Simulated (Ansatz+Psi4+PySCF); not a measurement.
A calculation with Psi4 1.11.

```
molecule {
0 3
C 0.570700 0.875000 0.648900
C 0.029300 -0.275000 -0.048900
H -0.048400 1.730900 0.896600
H 1.613100 0.918300 0.946800
H 0.033100 -0.334200 -1.132300
H -0.397800 -1.115000 0.488900
}

set basis cc-pVTZ
set reference rohf
set scf_type pk
set mp2_type conv
set cc_type conv
set num_frozen_docc 2
energy('mp2')
```

The input is written out from the run's settings. Correlation on restricted open-shell orbitals is semicanonical, with singles.

Results

```
Converged                       : yes
Reference energy                : -77.98775 hartree
Correlation energy              : -0.30138 hartree
Total energy                    : -78.28912 hartree
Spin squared of the determinant : 2.000
```

Caution: another spin multiplicity may lie lower.
